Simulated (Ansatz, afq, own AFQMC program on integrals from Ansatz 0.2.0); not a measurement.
**Where AFQMC and coupled cluster stand for Al₂H₄⁺, doublet**

```yaml
atoms:
  - { symbol: Al, position_ang: [0.0000, 0.0000, 1.3086] }
  - { symbol: Al, position_ang: [0.0000, 0.0000, -1.3086] }
  - { symbol: H, position_ang: [0.0000, 1.3533, 2.1524] }
  - { symbol: H, position_ang: [0.0000, -1.3533, 2.1524] }
  - { symbol: H, position_ang: [0.0000, 1.3533, -2.1524] }
  - { symbol: H, position_ang: [0.0000, -1.3533, -2.1524] }
```

Connectivity, by distances: AlH2–AlH2.

Basis cc-pVDZ. Only valence electrons are correlated. AFQMC by an in-house program on the Cholesky factors that Ansatz 0.2.0 writes for its CCSD(T) run. The CISD trial takes its coefficients from CCSD amplitudes. Released means that phaseless walkers are propagated on without the constraint, phases kept. ± is one standard error of the sampling.

Determinant: UHF, the one that the program's search chose, which needn't be the lowest solution. The geometry is a PBE0/def2-TZVP stationary point of this or a neighbouring charge and spin state.

No full CI on the walks' own integrals is used here. The released AFQMC energy serves as the reference, which it does only where one determinant dominates, the energy is flat over the last release times and near the phaseless one (40 meV or 2 meV an electron, half that with transition metals). On small molecules, where full CI could be run and the noise was under 10 meV, such values lay within 10 meV of it in 19 cases of 20, a flattering rate, since the rule was set on those same cases; what remains of the bias isn't in the error bar.

Cautions: the released value is read at 1.50 1/Eh (meV from the phaseless value at times in 1/Eh: 3 ± 7 at 0.24, 0 ± 7 at 0.50, 0 ± 9 at 1.00, 8 ± 8 at 1.50).

- T1 diagnostic: 0.0198
- weight of the determinant in the CISD state: 0.887
- ⟨S²⟩ of the determinant: 0.767
- size of the correlated space: 9 electrons in 46 orbitals

| level | correlation energy (eV) |
| --- | --- |
| MP2 | -3.0787 |
| CCSD | -4.1588 |
| CCSD(T) | -4.2340 |

(1) Estimate where AFQMC with the constraint released lies against CCSD(T) on the same integrals.

(1) 0.76 ± 0.28 mEh below CCSD(T).

Reference: AFQMC with the constraint released, correlation energy -4.255 ± 0.008 eV.

| level | E − E(reference) (mEh) | share of correlation (%) |
| --- | --- | --- |
| CCSD(T) | 0.76 ± 0.28 | 99.52 |
| ph-AFQMC/CISD | -0.29 ± 0.34 | 100.18 |

A walk keeps the symmetry of its determinant, which the program's search chose and which needn't be the lowest solution, so a lower state of the same spin and another symmetry isn't excluded. Released energies are given only where the last usable release times agree within the noise; a slower fall can still hide under it.
